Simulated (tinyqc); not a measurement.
UKS/BLYP in the sto-3g basis, for BH, spin multiplicity 3, step by step. One step of it, computed by the program tinyqc.

Task: Iteration 1: building the Kohn-Sham matrix. J_ij = sum D_kl (ij|kl) with D = D(alpha) + D(beta); F = H + J + V_xc; E = tr D H + tr D J / 2 + E_xc + E_nn.

D(alpha) at the start:
```
,1B 1s,1B 2s,1B 2px,1B 2py,1B 2pz,2H 1s
1B 1s,0.795771,0.044567,-0.210718,0.181626,-0.226232,-0.091901
1B 2s,0.044567,0.656845,0.337469,-0.164118,0.164502,0.125290
1B 2px,-0.210718,0.337469,0.610282,-0.007743,0.156227,-0.369763
1B 2py,0.181626,-0.164118,-0.007743,0.795754,0.340110,-0.097197
1B 2pz,-0.226232,0.164502,0.156227,0.340110,0.403570,0.143349
2H 1s,-0.091901,0.125290,-0.369763,-0.097197,0.143349,0.645158
```

D(beta) at the start:
```
,1B 1s,1B 2s,1B 2px,1B 2py,1B 2pz,2H 1s
1B 1s,0.291295,-0.040340,-0.101013,-0.260339,-0.326875,-0.119008
1B 2s,-0.040340,0.570847,0.164446,-0.268105,0.131951,0.300779
1B 2px,-0.101013,0.164446,0.075076,0.009319,0.136424,0.116941
1B 2py,-0.260339,-0.268105,0.009319,0.396335,0.245493,-0.046616
1B 2pz,-0.326875,0.131951,0.136424,0.245493,0.380093,0.177141
2H 1s,-0.119008,0.300779,0.116941,-0.046616,0.177141,0.191608
```

core Hamiltonian H = T + V (hartree):
```
,1B 1s,1B 2s,1B 2px,1B 2py,1B 2pz,2H 1s
1B 1s,-12.556276,-3.250673,0.000000,0.000000,-0.005198,-0.071188
1B 2s,-3.250673,-3.647600,0.000000,0.000000,-0.053076,-0.303752
1B 2px,0.000000,0.000000,-2.844055,0.000000,0.000000,0.000000
1B 2py,0.000000,0.000000,0.000000,-2.844055,0.000000,0.000000
1B 2pz,-0.005198,-0.053076,0.000000,0.000000,-2.869860,-0.367127
2H 1s,-0.071188,-0.303752,0.000000,0.000000,-0.367127,-1.642421
```

Two-electron integrals (ij|kl) in chemists' order, unique and non-zero (hartree):
```
i,j,k,l,(ij|kl)
1,1,1,1,2.923513
2,1,1,1,0.518376
2,1,2,1,0.109262
2,2,1,1,0.744229
2,2,2,1,0.193177
2,2,2,2,0.544804
3,1,3,1,0.020264
3,2,3,1,0.029996
3,2,3,2,0.120346
3,3,1,1,0.742491
3,3,2,1,0.193240
3,3,2,2,0.544682
3,3,3,3,0.586773
4,1,4,1,0.020264
4,2,4,1,0.029996
4,2,4,2,0.120346
4,3,4,3,0.031630
4,4,1,1,0.742491
4,4,2,1,0.193240
4,4,2,2,0.544682
4,4,3,3,0.523513
4,4,4,4,0.586773
5,1,5,1,0.020264
5,2,5,1,0.029996
5,2,5,2,0.120346
5,3,5,3,0.031630
5,4,5,4,0.031630
5,5,1,1,0.742491
5,5,2,1,0.193240
5,5,2,2,0.544682
5,5,3,3,0.523513
5,5,4,4,0.523513
5,5,5,5,0.586773
6,1,1,1,0.010997
6,1,2,1,0.002319
6,1,2,2,0.004142
6,1,3,3,0.004122
6,1,4,4,0.004122
6,1,5,1,0.000193
6,1,5,2,0.000358
6,1,5,5,0.004183
6,1,6,1,0.000051
6,2,1,1,0.046492
6,2,2,1,0.012369
6,2,2,2,0.041216
6,2,3,3,0.039935
6,2,4,4,0.039935
6,2,5,1,0.001338
6,2,5,2,0.009685
6,2,5,5,0.043731
6,2,6,1,0.000285
6,2,6,2,0.005855
6,3,3,1,0.000889
6,3,3,2,0.004819
6,3,5,3,0.001607
6,3,6,3,0.000451
6,4,4,1,0.000889
6,4,4,2,0.004819
6,4,5,4,0.001607
6,4,6,4,0.000451
6,5,1,1,0.055590
6,5,2,1,0.014908
6,5,2,2,0.051691
6,5,3,3,0.049396
6,5,4,4,0.049396
6,5,5,1,0.002108
6,5,5,2,0.014829
6,5,5,5,0.056221
6,5,6,1,0.000351
6,5,6,2,0.008322
6,5,6,5,0.012058
6,6,1,1,0.235163
6,6,2,1,0.063332
6,6,2,2,0.234553
6,6,3,3,0.226375
6,6,4,4,0.226375
6,6,5,1,0.005187
6,6,5,2,0.052135
6,6,5,5,0.250741
6,6,6,1,0.001440
6,6,6,2,0.049978
6,6,6,5,0.076636
6,6,6,6,0.774606
```

nuclear repulsion = 1.17594936 hartree

V_xc(alpha) (hartree):
```
,1B 1s,1B 2s,1B 2px,1B 2py,1B 2pz,2H 1s
1B 1s,-1.800877,-0.287964,-0.000108,-0.001623,0.005209,-0.006118
1B 2s,-0.287964,-0.474492,-0.034557,0.022321,-0.021237,-0.038735
1B 2px,-0.000108,-0.034557,-0.469350,0.000100,-0.010752,-0.001481
1B 2py,-0.001623,0.022321,0.000100,-0.489248,-0.033182,-0.000288
1B 2pz,0.005209,-0.021237,-0.010752,-0.033182,-0.455596,-0.051836
2H 1s,-0.006118,-0.038735,-0.001481,-0.000288,-0.051836,-0.458377
```

V_xc(beta) (hartree):
```
,1B 1s,1B 2s,1B 2px,1B 2py,1B 2pz,2H 1s
1B 1s,-1.366687,-0.224622,0.000002,0.026417,0.017650,-0.004719
1B 2s,-0.224622,-0.411991,-0.032334,0.056244,-0.020042,-0.034873
1B 2px,0.000002,-0.032334,-0.384007,-0.004496,-0.014662,-0.001598
1B 2py,0.026417,0.056244,-0.004496,-0.418526,-0.032607,0.000545
1B 2pz,0.017650,-0.020042,-0.014662,-0.032607,-0.425797,-0.046866
2H 1s,-0.004719,-0.034873,-0.001598,0.000545,-0.046866,-0.364155
```

E_xc = sum of w rho eps_xc = -3.27625486 hartree

Give: Coulomb J; F(alpha); F(beta); total energy of this density.

Result:

Coulomb J (hartree):
```
,1B 1s,1B 2s,1B 2px,1B 2py,1B 2pz,2H 1s
1B 1s,6.3394,1.3879,0.0170,-0.0294,0.0021,0.0297
1B 2s,1.3879,3.1917,0.0997,-0.1101,0.0994,0.2668
1B 2px,0.0170,0.0997,3.1673,0.0001,0.0177,0.0050
1B 2py,-0.0294,-0.1101,0.0001,3.1994,0.0366,-0.0026
1B 2pz,0.0021,0.0994,0.0177,0.0366,3.2015,0.3461
2H 1s,0.0297,0.2668,0.0050,-0.0026,0.3461,1.9301
```

F(alpha) (hartree):
```
,1B 1s,1B 2s,1B 2px,1B 2py,1B 2pz,2H 1s
1B 1s,-8.0178,-2.1507,0.0169,-0.0310,0.0021,-0.0476
1B 2s,-2.1507,-0.9303,0.0651,-0.0878,0.0251,-0.0757
1B 2px,0.0169,0.0651,-0.1461,0.0002,0.0069,0.0035
1B 2py,-0.0310,-0.0878,0.0002,-0.1339,0.0034,-0.0028
1B 2pz,0.0021,0.0251,0.0069,0.0034,-0.1239,-0.0729
2H 1s,-0.0476,-0.0757,0.0035,-0.0028,-0.0729,-0.1707
```

F(beta) (hartree):
```
,1B 1s,1B 2s,1B 2px,1B 2py,1B 2pz,2H 1s
1B 1s,-7.5836,-2.0874,0.0170,-0.0030,0.0146,-0.0462
1B 2s,-2.0874,-0.8678,0.0673,-0.0539,0.0263,-0.0718
1B 2px,0.0170,0.0673,-0.0607,-0.0044,0.0030,0.0034
1B 2py,-0.0030,-0.0539,-0.0044,-0.0632,0.0040,-0.0020
1B 2pz,0.0146,0.0263,0.0030,0.0040,-0.0941,-0.0679
2H 1s,-0.0462,-0.0718,0.0034,-0.0020,-0.0679,-0.0765
```

total energy of this density = -18.876134 hartree
